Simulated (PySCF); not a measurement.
Molecule: (Z)-acetaldoxime, C2H5NO.

Structure with atom numbers: `[CH3:1]/[CH:2]=[N:3]\[OH:4]`; H(Xn) means a hydrogen on atom n.

Spin–spin couplings on one PBE0-D3(BJ)/def2-SVP geometry, PySCF 2.14.0 with density-fitted response routines, gas phase, non-relativistic, equivalent pairs averaged; isotopes 13C, 1H, 17O, 15N; functional B3LYP.

How do the couplings (Hz) change with the basis set? Times are CPU seconds on shared hosts with different chips, so compare them loosely. Far from the basis limit: 6-31G*, pcJ-0, 6-31G-J, def2-TZVP, cc-pVTZ.

## Answers


```tsv
basis set	functions	1J(C2,H(C2))	1J(C1,H(C1))	1J(O4,H(O4))	1J(C1,C2)	1J(N3,O4)	1J(C2,N3)	2J(H(C1),H(C1))	core-s
6-31G*	66	179.9	145.0	-72.9	55.1	-17.1	-10.7	-17.4	4.9
pcJ-0	67	164.1	116.6	-34.1	31.8	-22.9	10.0	-15.8	3.9
6-31G-J	68	194.5	139.9	-63.3	42.8	-27.3	3.5	-19.3	4
def2-TZVP	154	177.0	128.0	-67.5	41.9	-24.9	-0.9	-13.9	15
pcJ-1	158	185.2	135.7	-76.2	44.2	-22.1	-3.1	-16.4	19
cc-pVTZ	190	167.4	120.0	-54.8	34.8	-22.0	-8.4	-13.2	20
aug-cc-pVTZ-J	284	188.6	136.6	-79.1	41.4	-24.3	-1.9	-16.7	28
pcJ-2	324	186.3	135.1	-78.4	40.9	-23.8	-1.8	-16.4	34
```

The Fermi-contact term samples the wavefunction at the nucleus, which is why sets with added tight s functions (names with J) are made for couplings.
